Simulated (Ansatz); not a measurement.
# C3H7N: the cost of one run

All numbers below are computed with Ansatz 0.2.0 (RKS BHLYP/def2-SVP).

### 1 The starting structure

Bond lengths: N1–C2 1.393 Å, C2–C3 1.487 Å, C2–C4 1.514 Å, C3–C4 1.521 Å, N1–H5 1.062 Å, N1–H6 1.071 Å, C2–H7 1.114 Å, C3–H8 1.142 Å, C3–H9 1.067 Å, C4–H10 1.009 Å, C4–H11 1.131 Å. Angles (14 of 21 angles, heavy atoms first): N1–C2–C3 117.2°, N1–C2–C4 120.5°, C3–C2–C4 60.9°, C2–C3–C4 60.4°, C2–C4–C3 58.7°, N1–C2–H7 116.8°, C3–C2–H7 116.9°, C4–C2–H7 112.8°, C2–N1–H5 113.3°, C2–N1–H6 112.9°, C2–C3–H8 115.2°, C2–C3–H9 121.7°, C4–C3–H8 112.0°, C4–C3–H9 124.6°.

Coordinates:

```xyz
11

N    -1.1223    0.9091   -0.4364
C     0.1379    0.4674   -0.0396
C     0.1881   -0.6625    0.9260
C     0.6623   -0.8751   -0.5031
H    -1.1177    1.4069   -1.3742
H    -1.5185    1.6706    0.2044
H     0.9377    1.2378    0.0436
H     1.0580   -0.6313    1.6651
H    -0.6988   -1.0868    1.3401
H     1.6376   -1.0190   -0.7187
H    -0.0990   -1.4741   -1.0866
```

### 2 Relaxing end A

input.yaml

```yaml
crystal:
  periodic: [false, false, false]
  atoms:
    - { symbol: "N", position_ang: [-1.1223, 0.9091, -0.4364] }
    - { symbol: C, position_ang: [0.1379, 0.4674, -0.0396] }
    - { symbol: C, position_ang: [0.1881, -0.6625, 0.926] }
    - { symbol: C, position_ang: [0.6623, -0.8751, -0.5031] }
    - { symbol: H, position_ang: [-1.1177, 1.4069, -1.3742] }
    - { symbol: H, position_ang: [-1.5185, 1.6706, 0.2044] }
    - { symbol: H, position_ang: [0.9377, 1.2378, 0.0436] }
    - { symbol: H, position_ang: [1.058, -0.6313, 1.6651] }
    - { symbol: H, position_ang: [-0.6988, -1.0868, 1.3401] }
    - { symbol: H, position_ang: [1.6376, -1.019, -0.7187] }
    - { symbol: H, position_ang: [-0.099, -1.4741, -1.0866] }
basis:
  gaussian: { orbitals: def2-SVP }
hamiltonian:
  xc: { name: BHLYP }
relax:
  f_tol: 0.015
  max_steps: 40
```

Started as:

```
ansatz run input.yaml --threads 1 --pin off --max-ram 2048MiB --backend cpu --events-out ev --progress --plain --runs-dir out
```

What time and memory should one allow on 1 thread of Intel Xeon 6975P-C (Granite Rapids), shared host?

About 16 s, with a peak of 0.2 GiB.
